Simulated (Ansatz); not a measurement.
**Strength of the C–C bond: C3H4 → CH3 + C2H**

Species: C3H4 (propyne) `C#CC`, singlet; CH3 (methyl radical) `[CH3]`, doublet; C2H `[C]#C`, doublet. 

Shapes, held fixed at every level: PBE0-D4/def2-TZVP. Programs: Ansatz 0.2.0. The zero-point and thermal change to 298 K, harmonic and unscaled (PBE0-D4/def2-TZVP), is -21.4 kJ/mol.

```json
{"level": "PBE-D4/def2-TZVPP", "kind": "GGA", "ΔH(298 K) (kJ/mol)": "+544.1", "CPU time (sum over the molecules)": "8 s"}
{"level": "r2SCAN-D4/def2-TZVPP", "kind": "meta-GGA", "ΔH(298 K) (kJ/mol)": "+510.0", "CPU time (sum over the molecules)": "11 s"}
{"level": "B3LYP-D4/def2-TZVPP", "kind": "global hybrid", "ΔH(298 K) (kJ/mol)": "+529.1", "CPU time (sum over the molecules)": "7.4 s"}
{"level": "PBE0-D4/def2-TZVPP", "kind": "global hybrid", "ΔH(298 K) (kJ/mol)": "+538.0", "CPU time (sum over the molecules)": "5.2 s"}
{"level": "wB97M-V/def2-TZVPP", "kind": "range-separated hybrid", "ΔH(298 K) (kJ/mol)": "+547.3", "CPU time (sum over the molecules)": "25 s"}
{"level": "wB97X-V/def2-TZVPP", "kind": "range-separated hybrid", "ΔH(298 K) (kJ/mol)": "+548.2", "CPU time (sum over the molecules)": "20 s"}
{"level": "B2PLYP/def2-TZVPP", "kind": "double hybrid", "ΔH(298 K) (kJ/mol)": "+530.4", "CPU time (sum over the molecules)": "7.5 s"}
```

B2PLYP/def2-TZVPP gives ΔH(298 K) = +530.4 kJ/mol; the levels span +510.0 to +548.2. The median of the levels is +538.0. No measured value is set beside it here. Spin contamination: C2H (⟨S²⟩ up to 1.11). Open shells run unrestricted unless RO is named. Times are processor times on shared x86 and Arm servers, and rough.
